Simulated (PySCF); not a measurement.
## Computed data sheet: 4-chlorobutanal, `O=CCCCCl`

4-chlorobutanal, C4H7ClO.
Z-matrix (Å and degrees, PBE0-D3(BJ)/def2-SVP geometry), rows numbered from 1:
```
O 
C   1  1.2032
C   2  1.5015  1  124.77
C   3  1.5186  2  114.56  1    -0.75
C   4  1.5156  3  114.26  2   -68.57
Cl  5  1.7951  4  111.92  3   -60.97
H   2  1.1217  1  120.51  3   179.52
H   3  1.1051  2  106.81  1   123.09
H   3  1.1055  2  107.72  1  -124.68
H   4  1.1011  3  109.50  2   168.62
H   4  1.1031  3  109.37  2    51.42
H   5  1.0979  4  111.02  3  -179.85
H   5  1.0973  4  111.25  3    58.80
```

Some functional groups and rings: aldehyde and C–Cl bond.

**PBE0-D3(BJ)/def2-SVP geometry optimisation, gas phase (PySCF)**

```
Point group                  : C1
Rotational constants A, B, C : 5.387, 1.483, 1.455 GHz
```

**B3LYP/def2-SVPD ground state, ΔSCF and vertical TDDFT (core frozen in the response) (PySCF)**

```
Dipole moment                                                     : 2.35 D
HOMO energy                                                       : -7.48 eV
LUMO energy                                                       : -1.24 eV
HOMO–LUMO gap                                                     : 6.24 eV
Lowest singlet excitation                                         : 4.35 eV (285 nm, f = 0.000)
Strongest line among the 10 lowest singlet transitions            : S8 at 7.54 eV (164 nm, f = 0.036)
Lowest triplet excitation (Tamm–Dancoff)                          : 3.76 eV
Static isotropic polarisability                                   : 66.3 au
Vertical ionisation energy                                        : 9.77 eV
Electronic spatial extent ⟨r²⟩ about the centre of nuclear charge : 854 bohr²
```

Monoisotopic mass (most abundant isotopes): 106.0185 u.

S1 lies 1.89 eV below the HOMO–LUMO gap; its leading configuration is HOMO→LUMO, weight 0.98. In atomic units the dipole is 0.93 e·bohr (1 au = 2.5417 D). The ΔSCF ionisation energy exceeds −ε(HOMO) by 2.29 eV with B3LYP. The rotational constants make it an asymmetric top with κ = (2B − A − C)/(A − C) = -0.99, nearer the prolate limit (−1).

One conformer stands for the species.
